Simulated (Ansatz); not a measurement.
One geometry of [BFH3]- (BH3F⁻), several levels of theory.

```yaml
crystal:
  periodic: [false, false, false]
  atoms:
    - {symbol: B, position_ang: [-0.000314, 0.000497, -0.037169]}
    - {symbol: F, position_ang: [0.012693, -0.021167, 1.417882]}
    - {symbol: H, position_ang: [1.167317, 0.011989, -0.470642]}
    - {symbol: H, position_ang: [-0.594134, 1.018770, -0.439881]}
    - {symbol: H, position_ang: [-0.585562, -1.010090, -0.470201]}
basis:
  gaussian: {orbitals: def2-TZVPD, initial_orbitals: start.molden}
total_charge: -1
hamiltonian: {xc: pbe, dispersion: d4}
scf: {omitted_lower_state_checks: [starts]}
output: {orbitals: {seedname: orbitals}}
```

The file start.molden holds the orbitals of an earlier run on this structure, at another level or in another basis.

```sh
$ ansatz run in.yaml --threads 4 --pin off --events-out ev --progress --plain --max-ram 3916MiB
```

Output, abridged:

```
Functional definition: PBE
515 factors; their error is unknown
mean field evaluation 1: about -3441.2470 eV, gradient 6.4e0 eV
mean field evaluation 2: about -3441.2987 eV, gradient 6.3e-2 eV
mean field evaluation 4: about -3441.2924 eV, gradient 3.6e-5 eV
mean field -3441.29238468 eV, -126.4651625453 hartree, gradient 7.2e-5 eV, S^2 0.000000; 0 other end points of the search recorded, 0 dependent functions left out
reference -3441.29242809 eV, -126.4651641404 hartree; 9, 9 occupied and 95, 95 virtual orbitals, 515 factors
Total energy: -3441.34010833 eV, -126.4669163569 hartree
Checks for a lower state left out: starts
```

It took 0.35 s on 4 threads of Arm Neoverse V2 on a shared host.

As the first input, with `gaussian: {orbitals: def2-SVPD, initial_orbitals: start.molden}` (abridged; 0.25 s):

```
Functional definition: PBE
mean field -3437.37919373 eV, -126.3213554305 hartree, gradient 3.4e-5 eV, S^2 0.000000
Total energy: -3437.42691063 eV, -126.3231089939 hartree
Checks for a lower state left out: starts
```

The first input with `hamiltonian: {xc: pbe0, dispersion: d4}` and without the key `scf` (abridged; 0.4 s):

```
Functional definition: PBE0
mean field -3441.51837405 eV, -126.4734675013 hartree, gradient 5.0e-5 eV, S^2 0.000000; 1 other end points of the search recorded, 0 dependent functions left out
Total energy: -3441.55702681 eV, -126.4748879642 hartree
```

First input, but with `gaussian: {orbitals: STO-3G}`, `hamiltonian: {xc: hf}` (abridged; 0.05 s):

```
Functional definition: HF
mean field -3375.39526364 eV, -124.0434880137 hartree, gradient 5.3e-5 eV, S^2 0.000000
Total energy: -3375.39526364 eV, -124.0434880137 hartree
Checks for a lower state left out: starts
```

As the first input, with `hamiltonian: {xc: {name: B97M-V}}` (abridged; 1.2 s):

```
Functional definition: B97M-V
mean field -3444.55427658 eV, -126.5850348616 hartree, gradient 9.6e-6 eV, S^2 0.000000
Total energy: -3444.55434069 eV, -126.5850372177 hartree
Checks for a lower state left out: starts
```

As the first input, with `correlation: {method: mp2}` and without the key `hamiltonian` (abridged; 0.25 s):

```
Functional definition: HF
mean field -3427.41629651 eV, -125.9552257106 hartree, gradient 1.5e-6 eV, S^2 0.000000
2 core orbitals not correlated: weight in the atoms' cores, before any rotation towards them, 1.000 or more for the frozen orbitals, at most 0.000 for the correlated occupied ones
second order -10.83482258 eV of doubles, -0.00000000 eV of singles
Total energy: -3438.25111909 eV, -126.3533980962 hartree
Checks for a lower state left out: starts
```

The first input with `gaussian: {orbitals: def2-SVPD, initial_orbitals: start.molden}`, `hamiltonian: {xc: pbe0, dispersion: d4}` (abridged; 0.25 s):

```
Functional definition: PBE0
mean field -3437.61466181 eV, -126.3300087225 hartree, gradient 3.2e-5 eV, S^2 0.000000
Total energy: -3437.65330953 eV, -126.3314290002 hartree
Checks for a lower state left out: starts
```

Geometry: PBE0-D4/def2-TZVPD.

Correlated methods freeze 2 core orbitals.
